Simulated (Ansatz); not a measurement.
# Scan of OH, doublet

Starting geometry (PBE0/def2-TZVP stationary point for this spin):

| atom | x (Å) | y (Å) | z (Å) |
| --- | --- | --- | --- |
| O | 0.0000 | 0.0000 | 0.0000 |
| H | 0.0000 | 0.0000 | 0.9731 |

From there H2 moves along the line of the two atoms named below, all else staying in place; atoms are numbered as listed. Energies are in eV, counted from the starting geometry at the same level. Kohn–Sham curves are unrestricted where that lies lower.

Basis cc-pVDZ; Ansatz 0.2.0. Only valence electrons are correlated (noble-gas cores frozen).

Unrestricted Kohn–Sham rows aren't spin-pure: their determinants' ⟨S²⟩ exceeds S(S+1) by up to 0.99, so they mix in states of higher spin.

Full CI is exact within this basis and frozen core; it isn't the basis-set limit.

```
distance O1-H2 (Å)  r2SCAN
             0.761   1.989
             0.884   0.279
             0.973   0.000
             1.048   0.088
             1.165   0.532
             1.371   1.640
             1.559   2.629
             1.817   3.530
             2.108   4.039
             2.689   4.379
             3.235   4.452
```

**Question.** Estimate the full CI curve in cc-pVDZ from this one, knowing how r2SCAN errs.

**Answer.** The computed full CI values, in eV from the starting point, and the error of r2SCAN against them:
```csv
distance O1-H2 (Å),full CI,r2SCAN less full CI
0.761,2.002,-0.013
0.884,0.276,0.002
0.973,0.000,0.000
1.048,0.093,-0.005
1.165,0.540,-0.008
1.371,1.605,0.035
1.559,2.489,0.140
1.817,3.327,0.203
2.108,3.798,0.240
2.689,4.048,0.331
3.235,4.083,0.368
```

r2SCAN at 3.235 Å lies 0.368 eV (9 %) above the reference in this basis.

In so small a basis the reference is far from its limit while semilocal and hybrid functionals are nearer theirs, so the functionals' errors here hold much of the reference's basis and frozen-core error, which can add to them or hide them.
